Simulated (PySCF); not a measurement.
2-fluoro-2-methylbutane, C5H11F.
SMILES: `CCC(C)(C)F`

Torsions of this conformer, `[CH3:1][CH2:2][C:3]([CH3:4])([CH3:5])[F:6]`: C1–C2–C3–C4 56°.

The closed-shell ground state was solved at several levels (PySCF, density fitting, gas phase, non-relativistic). One conformer (not necessarily the lowest) at the GFN2-xTB geometry, without solvent, vibrations or thermal averaging.

| level | basis functions | total energy (Eh) | HOMO (eV) | LUMO (eV) | gap (eV) | dipole (D) |
| --- | --- | --- | --- | --- | --- | --- |
| PBE0/pcSseg-1 | 157 | -296.6371 | -8.83 | 1.36 | 10.19 | 1.81 |
| CAM-B3LYP/def2-SVPD | 211 | -296.6666 | -10.36 | 1.26 | 11.62 | 1.94 |

Question: What might PBE0/def2-SVPD (211 basis functions) give for the same quantities?

Answer: Total energy -296.4721 Eh, HOMO -8.89 eV, LUMO 0.64 eV, gap 9.53 eV, dipole 1.88 D.

Question: Over all these levels, which gives the widest orbital gap and which the narrowest?

Answer: CAM-B3LYP/def2-SVPD (range-separated hybrid) has the widest, 11.62 eV, and PBE0/def2-SVPD (global hybrid, 25 % exact exchange) the narrowest, 9.53 eV. The two share the basis. From the narrowest to the widest the HOMO moves by -1.47 eV and the LUMO by +0.62 eV.

Question: How far do the dipole and the HOMO energy spread over the levels?

Answer: The dipole runs from 1.81 to 1.94 D (mean 1.88 D) and the HOMO from -10.36 to -8.83 eV.
